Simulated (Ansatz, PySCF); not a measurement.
System: CHN, charge 0, singlet. CHN (formonitrile, SMILES C#N).
B3LYP-D3(BJ)/def2-TZVP minimum from Ansatz (an electronic-structure program):
```xyz
3

C      0.0000     0.0000    -0.4969
N      0.0000     0.0000     0.6493
H      0.0000     0.0000    -1.5636
```
Charge 0, spin multiplicity 1.

Wanted: enthalpy of formation at 298 K (by atomisation, with ideal-gas terms from PySCF's Hessian at B3LYP-D3(BJ)/def2-TZVP and the atoms' measured values of the G2/97 table; no spin-orbit terms), in kcal/mol. Radicals and triplets start from unrestricted determinants; spin-orbit coupling is neglected. CBS(X,Y): correlation extrapolated as X^-3, Hartree-Fock from the larger set (Q,5: extrapolated as (X+1)exp(-9√X)). A bracket is a step between two methods taken in the basis named. Functionals run without relativity, which enters their misses. Double hybrids freeze cores in their MP2 part. '+ core + X2C': CCSD(T) terms for core correlation (cc-pwCVTZ) and scalar relativity (cc-pVTZ-DK). Where a partner has so few electrons that a lower coupled-cluster level is exact, that level stands in.

Measured: 30.9 kcal/mol, 129.3 kJ/mol (Active Thermochemical Tables 1.112 (ions: stationary electron), as tabulated in the package chemicals); atomic spin-orbit terms, which the calculations lack, would raise the computed values.

Task: How far off this value is PBE/def2-TZVPD (Ansatz), in which direction, and which of these levels come nearer: B3LYP/def2-TZVPD, PBE0/def2-TZVPD, wB97M-V/def2-TZVPD, B2PLYP/def2-TZVPD, CCSD(T)/CBS(cc-pVQZ,cc-pV5Z) + core + X2C?

Result: PBE gives 18.4 kcal/mol, 12.5 kcal/mol below it. Errors of the others: B3LYP/def2-TZVPD (Ansatz) 0.4; PBE0/def2-TZVPD (Ansatz) 2.6; wB97M-V/def2-TZVPD (Ansatz) 0.0; B2PLYP/def2-TZVPD (Ansatz) 1.2; CCSD(T)/CBS(cc-pVQZ,cc-pV5Z) + core + X2C (Ansatz) 0.6; CCSD(T)/CBS(cc-pVQZ,cc-pV5Z) + [CCSDT(Q) - CCSD(T)]/cc-pVQZ + [CCSDTQ - CCSDT(Q)]/cc-pVDZ + core + X2C (Ansatz) 0.4 kcal/mol. Nearer than PBE: B3LYP/def2-TZVPD, PBE0/def2-TZVPD, wB97M-V/def2-TZVPD, B2PLYP/def2-TZVPD, CCSD(T)/CBS(cc-pVQZ,cc-pV5Z) + core + X2C, CCSD(T)/CBS(cc-pVQZ,cc-pV5Z) + [CCSDT(Q) - CCSD(T)]/cc-pVQZ + [CCSDTQ - CCSDT(Q)]/cc-pVDZ + core + X2C.
